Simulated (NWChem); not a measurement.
# hydrogen sulfide (H2S); SMILES S

All runs: NWChem. Coordinates come from a PBE0/def2-SVP optimisation. Solvent water, SMD (1 M gas to 1 M solution), gas-phase geometry.

Q: Taking M06-2X/def2-TZVPP as the yardstick, which of these has the fewest basis functions while keeping “solvation free energy (kcal/mol)” within 0.5 kcal/mol of it: M06-2X/STO-3G; M06-2X/def2-TZVPD; M06-2X/def2-TZVP; M06-2X/def2-SVPD; M06-2X/def2-SVP?

A: M06-2X/def2-SVP.
```
level              basis functions  solvation free energy (kcal/mol)
-----------------  ---------------  --------------------------------
M06-2X/STO-3G                   11                               0.1
M06-2X/def2-SVP                 28                              -1.5
M06-2X/def2-SVPD                43                              -1.7
M06-2X/def2-TZVP                49                              -1.6
M06-2X/def2-TZVPD               64                              -1.5
M06-2X/def2-TZVPP               70                              -1.5
```

The yardstick is one finite set, not the basis-set limit.
